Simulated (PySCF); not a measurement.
H2S, SMILES S.

The structure is a stationary point at PBE0-D3(BJ)/def2-TZVPD.

Computed with PySCF with PBE/def2-TZVPD.

Computed frontier levels, gap, dipole moment and polarisability:
```json
{
  "highest_occupied_level": "-6.30 eV",
  "lowest_empty_level": "-0.65 eV",
  "orbital_gap": "5.65 eV",
  "dipole_moment": "0.98 D",
  "quadrupole, principal values (traceless, Buckingham form, about the centre of nuclear charge)": "-3.80, 0.97, 2.83 D·Å",
  "mean_static_polarisability": "25.6 bohr³ (3.80 Å³)",
  "polarisability_principal_values": "25.2, 25.3, 26.5 bohr³"
}
```
